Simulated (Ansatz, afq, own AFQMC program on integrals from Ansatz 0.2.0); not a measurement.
Two steps: Ansatz 0.2.0 writes the Fock matrix and Cholesky factors of the valence space, and afq projects on them the lowest state that overlaps trial and start.

```yaml
crystal:
  periodic: [false, false, false]
  atoms:
    - {symbol: Ti, position_ang: [0.000000, 0.000000, 0.000000]}
    - {symbol: Cl, position_ang: [0.000000, 0.000000, 3.280600]}
basis:
  gaussian: {orbitals: def2-TZVP}
magnetization: {spin_polarized: true, initial_magnetization: 5}
correlation: {method: ccsd_t, electrons: outside_noble_gas, hamiltonian_folder: ham}
```

```sh
$ ansatz run in.yaml --threads 1 --pin off --events-out ev --progress --plain --max-ram 24576MiB --backend cuda --devices 0, --max-vram 18GiB
```

Options of the walk:

```
--method phaseless --trial cisd --walkers 3400 --populations 20 --least-time 60 --time-step 0.005 --steps-per-block 50 --equilibration-blocks 40 --max-blocks 4000 --target-error 0.0002 --factor-cut 1e-05 --start spin_pure --seed 8993 --release-times 0.24,0.5,1,1.5 --release-step 0.02 --release-every 3 --taylor-order 6
```

Times are imaginary, in 1/Eh. The walk had a cap of 245 s. With eight or more populations the least sampling time is a fifth of least-time, and the error comes from their spread.

afq prints:

```
orbitals 68  electrons 8 3  factors 479 of 610
reference energy -1307.84713794 Eh
CCSD correlation -0.21625053 Eh in 20 cycles, weight of the determinant in the CISD state 0.9035
energy of the start -1308.063151 Eh
 block  time / (1/Eh)  mean weight  energy / Eh
     1     0.250  0.9998  -1308.061668
     2     0.500  0.9999  -1308.063642
     3     0.750  1.0000  -1308.065741
     4     1.000  0.9997  -1308.066784
     5     1.250  1.0001  -1308.068137
     8     2.000  0.9997  -1308.069194
    11     2.750  1.0001  -1308.069862
    17     4.250  1.0002  -1308.070913
    21     5.250  1.0001  -1308.071898
    23     5.750  1.0000  -1308.070842
    29     7.250  1.0003  -1308.070780
    31     7.750  0.9995  -1308.067233
    35     8.750  1.0000  -1308.070614
    41    10.250  0.9999  -1308.070891
    47    11.750  0.9996  -1308.069931
    53    13.250  0.9997  -1308.070894
    59    14.750  0.9997  -1308.069584
    65    16.250  1.0001  -1308.070093
    71    17.750  1.0000  -1308.070493
    77    19.250  0.9999  -1308.070435
    83    20.750  0.9985  -1308.070678
    89    22.250  1.0007  -1308.069819
error from the spread of 20 populations
released: time / (1/Eh)  energy / Eh  error  mean overlap
  0.24  -1308.070594  0.000127  0.9993
  0.50  -1308.072446  0.001625  0.9976
  1.00  -1308.071009  0.000199  0.9992
  1.50  -1308.070399  0.000573  1.0021
energy -1308.070163 +/- 0.000127 Eh
(rows thinned)
```

The run passed its tests (sampling time, drift between the halves within three errors, error under three times the target), which doesn't prove that it has relaxed.

Against this walk (error 3.5 meV) on the same determinant: CCSD(T) 1.9 meV higher (within the noise), CCSDT(Q) 31.8 meV lower. The error is statistical and leaves out the bias of the constraint. The released energies have errors that jump between times, so the bars are unsure (meV from the phaseless value at times in 1/Eh: -12 ± 3 at 0.24, -62 ± 44 at 0.50, -23 ± 5 at 1.00, -6 ± 16 at 1.50), so they give no level; they do show a bias of the constraint, and the last of them that isn't too noisy lies 9 meV above CCSDT(Q). CCSDT(Q) is the surest value here, so the walk's 32 meV above it is most likely the bias of the constraint with this trial, which can have either sign.

Cautions: constraint bias not in the error; no relativity below Rb; outer-core shells of the metal frozen; lower spins were not checked; CCSDT(Q) on the ROHF determinant differs (67 meV higher), by its state or its frozen core.

The walk took 100 s on 1 × NVIDIA H100 80GB HBM3 with 2 threads of AMD EPYC 7R13 Processor (Zen 3), on a shared host (the card was shared). The log's last line is the phaseless energy.

CCSDT and higher add their correlation energy to the determinant of the CCSD(T) run, since their own runs factorise the integrals more tightly (a shift of under 2 meV). A walk keeps the symmetry of its determinant, which the program's search chose and which needn't be the lowest solution, so a lower state of the same spin and another symmetry isn't excluded.
